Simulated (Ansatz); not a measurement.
Reaction (SMILES): ClCCl → Cl[CH]Cl + H atom
B3LYP-D3(BJ)/def2-TZVP geometries, fixed; electronic energies without zero-point terms.
Largest species:
```xyz
5

C      0.0039     0.0052     0.7673
Cl    -0.0175     1.4825    -0.2263
Cl     0.0153    -1.4855    -0.2061
H     -0.8904    -0.0005     1.3784
H      0.9045     0.0193     1.3690
```

Basis-set convergence of the bond dissociation energy at CCSD(T) with Ansatz (a program for electronic structure). Cartesian d functions, on some or all atoms, in 6-31+G*, 6-311+G**; all else is spherical. Cores are frozen. Open shells are unrestricted. No added dispersion term, no relativity. Functions are those of the species that has most. Reference: Hartree-Fock in cc-pV(Q+d)Z plus the correlation part extrapolated as X^-3 from cc-pV(T+d)Z and cc-pV(Q+d)Z, 103.49 kcal/mol, itself unsure by roughly 0.27 kcal/mol (a third of the extrapolation step and of the last Hartree-Fock step). Deviations are taken from unrounded values.

| basis | functions | bond dissociation energy (kcal/mol) | minus reference (kcal/mol) |
|---|---|---|---|
| STO-3G | 25 | 120.07 | 16.57 |
| 6-31G | 39 | 99.92 | -3.58 |
| pcseg-0 | 39 | 100.72 | -2.78 |
| def2-SV(P) | 54 | 91.96 | -11.53 |
| 6-31+G* | 69 | 95.01 | -8.48 |
| cc-pV(D+d)Z | 70 | 97.96 | -5.53 |
| def2-SVPD | 90 | 102.24 | -1.25 |
| 6-311+G** | 96 | 100.30 | -3.19 |
| 6-311++G(2d,2p) | 117 | 101.96 | -1.53 |
| def2-TZVP | 117 | 100.22 | -3.28 |
| pcseg-2 | 126 | 102.45 | -1.05 |
| cc-pV(T+d)Z | 136 | 102.00 | -1.49 |
| def2-TZVPP | 143 | 102.08 | -1.42 |
| 6-311++G(3df,3pd) | 169 | 102.60 | -0.90 |
| def2-TZVPPD | 173 | 102.37 | -1.12 |
| aug-pcseg-2 | 192 | 102.98 | -0.52 |
| cc-pV(Q+d)Z | 243 | 102.82 | -0.68 |
| def2-QZVPPD | 287 | 102.84 | -0.66 |
